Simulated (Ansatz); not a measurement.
# H3PS: the cost of one run

Program: the Python package of Ansatz 0.2.0. The levels of theory stand in the script. These are calculated values, not measurements.

## Step 1: The system

Bond lengths: P1–S2 2.119 Å, P1–H3 1.328 Å, P1–H4 1.402 Å, S2–H5 1.331 Å. Angles: P1–S2–H5 97.7°, S2–P1–H3 100.5°, S2–P1–H4 95.1°, H3–P1–H4 93.9°.

No structure file is read: the coordinates are typed or built in the script.

## Step 2: Script

Contents of x2c_h3ps.py:

```python
"""Scalar relativity in H3PS."""

import ansatz as az
import numpy as np

GEOMETRY = """
P    -0.60810   -0.47770    0.37610
S     0.41070    1.19100   -0.44000
H     0.31760   -1.41920    0.23400
H    -1.26830   -0.81410   -0.81400
H     1.19800    1.44640    0.60240
"""


def main() -> None:
    system = az.Crystal.molecule()
    for line in GEOMETRY.strip().splitlines():
        symbol, *xyz = line.split()
        system = system.atom(symbol, [float(v) for v in xyz])

    setup = system.calculation().functional("b3lyp").forces()
    # a set contracted for a scalar-relativistic Hamiltonian goes with the relativistic run
    sets = {"none": "cc-pVTZ", "scalar": "cc-pVTZ-DK"}
    found = {kind: setup.basis(gaussian=basis).pseudopotentials(relativity=kind).run(threads=1, pin="off").report for kind, basis in sets.items()}
    for kind, each in found.items():
        dipole = 4.803205 * np.linalg.norm(each["charge_distribution"]["dipole_moment_e_ang"])
        print(f"{kind:7s} E = {each['free_energy_ev']:.4f} eV  dipole {dipole:.3f} D  largest force component {np.abs(each['forces_ev_ang']).max():.4f} eV/A")
    print(f"relativity lowers the total energy by {found['none']['free_energy_ev'] - found['scalar']['free_energy_ev']:.3f} eV")


if __name__ == "__main__":
    main()
```

## Step 3: The calls as engine input

The engine receives this input (first run):

```yaml
crystal:
  periodic: [false, false, false]
  atoms:
    - { symbol: P, position_ang: [-0.6081, -0.4777, 0.3761] }
    - { symbol: S, position_ang: [0.4107, 1.191, -0.44] }
    - { symbol: H, position_ang: [0.3176, -1.4192, 0.234] }
    - { symbol: H, position_ang: [-1.2683, -0.8141, -0.814] }
    - { symbol: H, position_ang: [1.198, 1.4464, 0.6024] }
basis:
  gaussian:
    orbitals: cc-pVTZ
hamiltonian:
  xc: b3lyp
  pseudopotentials:
    relativity: none
output:
  forces: true
```

## Step 4: The run

Command:

```sh
$ python x2c_h3ps.py
```

What time and memory should one allow on 1 thread of Arm Neoverse V1, shared host?

About 5.3 s, with a peak of 0.24 GiB.
